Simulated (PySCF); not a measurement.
amide anion, H2N (charge -1), SMILES [NH2-], point group C2v.

Force field and properties: B3LYP/pcJ-1 (PySCF, grid level 2). Vibrational terms come from second-order perturbation theory with semi-diagonal cubic constants, by steps of ±0.6 along the normal coordinates of each isotopologue. The parent has the commonest isotopes.

Equilibrium geometry (Å):

```csv
atom,x,y,z
N1,0.0225,0.4481,-0.0096
H2,-0.7795,-0.2162,-0.0437
H3,0.8030,-0.2421,0.0031
```

Species: ²H at 2, ²H at 3. Output of the displacement run:

```
mode    cm-1    km/mol   phi_rrr   E(+)/cm-1  E(-)/cm-1
  1   1135.23     4.37     -71.3     201.60     206.77
  2   2230.19   173.08   -1021.7     366.91     440.29
  3   2300.27   265.60       1.3     416.32     416.24
```

For the shielding of H3 (σe = 37.29 ppm):

| mode | ω (cm⁻¹) | Σr φrrs (cm⁻¹) | ∂σ/∂q | ∂²σ/∂q² |
| --- | --- | --- | --- | --- |
| 1 | 1135 | 196 | -0.478 | -0.492 |
| 2 | 2230 | -1931 | -1.614 | 0.251 |
| 3 | 2300 | 1 | 0.776 | -0.436 |

Problem. Work out the zero-point average of this shielding.

Solution. With ⟨qs⟩ = −Σr φrrs/(4ωs) and ⟨qs²⟩ = 1/2: the mean displacements are -0.043, 0.216, 0.000. The anharmonic term Σ (∂σ/∂q)⟨q⟩ is -0.33 ppm, the harmonic term ¼ Σ ∂²σ/∂q² is -0.17 ppm, so ⟨σ⟩ = 36.79 ppm.
